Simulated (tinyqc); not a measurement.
Worked calculation: UHF in the sto-3g basis, for OH+, spin multiplicity 3. One step of it, computed by the program tinyqc.

Problem. Iteration 3: building the Fock matrix. J_ij = sum D_kl (ij|kl) with D = D(alpha) + D(beta), K_ij = sum D_kl (ik|jl) for each spin; F = H + J - K(s); E = tr D H + tr D J / 2 - 0.5 sum_s tr D(s) K(s) + E_nn.

D(alpha) after iteration 2:
```
,1O 1s,1O 2s,1O 2px,1O 2py,1O 2pz,2H 1s
1O 1s,1.059236,-0.250574,0.000000,0.000000,0.008784,-0.000129
1O 2s,-0.250574,1.061186,0.000000,0.000000,-0.046158,-0.013156
1O 2px,0.000000,0.000000,1.000000,0.000000,0.000000,0.000000
1O 2py,0.000000,0.000000,0.000000,1.000000,0.000000,0.000000
1O 2pz,0.008784,-0.046158,0.000000,0.000000,0.841944,0.230362
2H 1s,-0.000129,-0.013156,0.000000,0.000000,0.230362,0.077061
```

D(beta) after iteration 2:
```
,1O 1s,1O 2s,1O 2px,1O 2py,1O 2pz,2H 1s
1O 1s,1.058798,-0.248548,0.000000,0.000000,0.014886,-0.004427
1O 2s,-0.248548,1.052095,0.000000,0.000000,-0.074583,0.001229
1O 2px,0.000000,0.000000,0.000000,0.000000,0.000000,0.000000
1O 2py,0.000000,0.000000,0.000000,0.000000,0.000000,0.000000
1O 2pz,0.014886,-0.074583,0.000000,0.000000,0.756911,0.294268
2H 1s,-0.004427,0.001229,0.000000,0.000000,0.294268,0.142270
```

core Hamiltonian H = T + V (hartree):
```
,1O 1s,1O 2s,1O 2px,1O 2py,1O 2pz,2H 1s
1O 1s,-31.956439,-7.431850,0.000000,0.000000,-0.005913,-0.435717
1O 2s,-7.431850,-8.584925,0.000000,0.000000,-0.074521,-1.174691
1O 2px,0.000000,0.000000,-6.780111,0.000000,0.000000,0.000000
1O 2py,0.000000,0.000000,0.000000,-6.780111,0.000000,0.000000
1O 2pz,-0.005913,-0.074521,0.000000,0.000000,-6.815235,-0.973410
2H 1s,-0.435717,-1.174691,0.000000,0.000000,-0.973410,-3.187203
```

Two-electron integrals (ij|kl) in chemists' order, unique and non-zero (hartree):
```
i,j,k,l,(ij|kl)
1,1,1,1,4.785065
2,1,1,1,0.741380
2,1,2,1,0.136873
2,2,1,1,1.118947
2,2,2,1,0.256633
2,2,2,2,0.817206
3,1,3,1,0.024477
3,2,3,1,0.037809
3,2,3,2,0.180518
3,3,1,1,1.115814
3,3,2,1,0.256684
3,3,2,2,0.817023
3,3,3,3,0.880159
4,1,4,1,0.024477
4,2,4,1,0.037809
4,2,4,2,0.180518
4,3,4,3,0.047444
4,4,1,1,1.115814
4,4,2,1,0.256684
4,4,2,2,0.817023
4,4,3,3,0.785270
4,4,4,4,0.880159
5,1,5,1,0.024477
5,2,5,1,0.037809
5,2,5,2,0.180518
5,3,5,3,0.047444
5,4,5,4,0.047444
5,5,1,1,1.115814
5,5,2,1,0.256684
5,5,2,2,0.817023
5,5,3,3,0.785270
5,5,4,4,0.785270
5,5,5,5,0.880159
6,1,1,1,0.043549
6,1,2,1,0.007980
6,1,2,2,0.014895
6,1,3,3,0.014873
6,1,4,4,0.014873
6,1,5,1,0.000334
6,1,5,2,0.000635
6,1,5,5,0.014943
6,1,6,1,0.000470
6,2,1,1,0.131836
6,2,2,1,0.030731
6,2,2,2,0.111977
6,2,3,3,0.110018
6,2,4,4,0.110018
6,2,5,1,0.002240
6,2,5,2,0.019037
6,2,5,5,0.115779
6,2,6,1,0.001826
6,2,6,2,0.021131
6,3,3,1,0.002876
6,3,3,2,0.017955
6,3,5,3,0.003723
6,3,6,3,0.002686
6,4,4,1,0.002876
6,4,4,2,0.017955
6,4,5,4,0.003723
6,4,6,4,0.002686
6,5,1,1,0.107800
6,5,2,1,0.025415
6,5,2,2,0.099069
6,5,3,3,0.094998
6,5,4,4,0.094998
6,5,5,1,0.004392
6,5,5,2,0.032940
6,5,5,5,0.107097
6,5,6,1,0.001556
6,5,6,2,0.022813
6,5,6,5,0.027069
6,6,1,1,0.340030
6,6,2,1,0.080457
6,6,2,2,0.337680
6,6,3,3,0.327752
6,6,4,4,0.327752
6,6,5,1,0.005745
6,6,5,2,0.069912
6,6,5,5,0.357315
6,6,6,1,0.004784
6,6,6,2,0.090134
6,6,6,5,0.112312
6,6,6,6,0.774606
```

nuclear repulsion = 2.72947627 hartree

Give: Coulomb J; exchange K(alpha); exchange K(beta); F(alpha); F(beta); total energy of this density.

Solution.

Coulomb J (hartree):
```
,1O 1s,1O 2s,1O 2px,1O 2py,1O 2pz,2H 1s
1O 1s,15.9593,2.9433,0.0000,0.0000,-0.0022,0.1719
1O 2s,2.9433,6.9563,0.0000,0.0000,0.0076,0.9290
1O 2px,0.0000,0.0000,6.9235,0.0000,0.0000,0.0000
1O 2py,0.0000,0.0000,0.0000,6.9235,0.0000,0.0000
1O 2pz,-0.0022,0.0076,0.0000,0.0000,6.9993,0.8183
2H 1s,0.1719,0.9290,0.0000,0.0000,0.8183,2.8492
```

exchange K(alpha) (hartree):
```
,1O 1s,1O 2s,1O 2px,1O 2py,1O 2pz,2H 1s
1O 1s,4.9118,0.8506,0.0000,0.0000,0.0006,0.0538
1O 2s,0.8506,1.4040,0.0000,0.0000,-0.0090,0.1978
1O 2px,0.0000,0.0000,1.1675,0.0000,0.0000,0.0000
1O 2py,0.0000,0.0000,0.0000,1.1675,0.0000,0.0000
1O 2pz,0.0006,-0.0090,0.0000,0.0000,1.0850,0.2067
2H 1s,0.0538,0.1978,0.0000,0.0000,0.2067,0.1572
```

exchange K(beta) (hartree):
```
,1O 1s,1O 2s,1O 2px,1O 2py,1O 2pz,2H 1s
1O 1s,4.8603,0.7720,0.0000,0.0000,0.0005,0.0480
1O 2s,0.7720,1.0280,0.0000,0.0000,-0.0230,0.1716
1O 2px,0.0000,0.0000,0.2355,0.0000,0.0000,0.0000
1O 2py,0.0000,0.0000,0.0000,0.2355,0.0000,0.0000
1O 2pz,0.0005,-0.0230,0.0000,0.0000,0.9302,0.2191
2H 1s,0.0480,0.1716,0.0000,0.0000,0.2191,0.2154
```

F(alpha) (hartree):
```
,1O 1s,1O 2s,1O 2px,1O 2py,1O 2pz,2H 1s
1O 1s,-20.9089,-5.3392,0.0000,0.0000,-0.0087,-0.3176
1O 2s,-5.3392,-3.0326,0.0000,0.0000,-0.0579,-0.4435
1O 2px,0.0000,0.0000,-1.0242,0.0000,0.0000,0.0000
1O 2py,0.0000,0.0000,0.0000,-1.0242,0.0000,0.0000
1O 2pz,-0.0087,-0.0579,0.0000,0.0000,-0.9009,-0.3619
2H 1s,-0.3176,-0.4435,0.0000,0.0000,-0.3619,-0.4951
```

F(beta) (hartree):
```
,1O 1s,1O 2s,1O 2px,1O 2py,1O 2pz,2H 1s
1O 1s,-20.8574,-5.2606,0.0000,0.0000,-0.0085,-0.3118
1O 2s,-5.2606,-2.6566,0.0000,0.0000,-0.0439,-0.4173
1O 2px,0.0000,0.0000,-0.0922,0.0000,0.0000,0.0000
1O 2py,0.0000,0.0000,0.0000,-0.0922,0.0000,0.0000
1O 2pz,-0.0085,-0.0439,0.0000,0.0000,-0.7461,-0.3742
2H 1s,-0.3118,-0.4173,0.0000,0.0000,-0.3742,-0.5534
```

total energy of this density = -73.940574 hartree

This density is a damped mixture and is not idempotent.
